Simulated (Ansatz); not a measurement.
Process, species as SMILES: [C](O)=O → O=[C-]O (an electron is taken up)
B3LYP-D3(BJ)/def2-TZVP geometries, fixed; electronic energies without zero-point terms; positive where energy is released.

Effect of a fitting basis named in the input at PBE0/def2-TZVPP with Ansatz (a first-principles code), against the last row, where the adiabatic electron affinity is 1.00 eV. Species with rotatable bonds are taken in one conformer. Open shells are unrestricted. The default fits or decomposes integrals by the program's own choice; accuracy: high also tightens integrals, grids and stops.

```csv
setting,largest shift of a total energy (mEh),shift of the adiabatic electron affinity (eV)
fitting: def2-SV(P)-JKFIT,-0.016,0.000
fitting: def2-universal-JKFIT,-0.016,0.000
fitting: cc-pVTZ-JKFIT,0.015,0.000
fitting: cc-pVQZ-JKFIT,-0.007,0.000
fitting: cc-pV5Z-JKFIT,-0.007,0.000
accuracy: high,-0.003,0.000
accuracy: medium (default),0.000,0.000
```

Within 0.002 eV in the adiabatic electron affinity: fitting: def2-SV(P)-JKFIT; fitting: def2-universal-JKFIT; fitting: cc-pVTZ-JKFIT; fitting: cc-pVQZ-JKFIT; fitting: cc-pV5Z-JKFIT; accuracy: high. The largest shift is 0.016 mEh in a total energy and 0.000 eV in the difference.
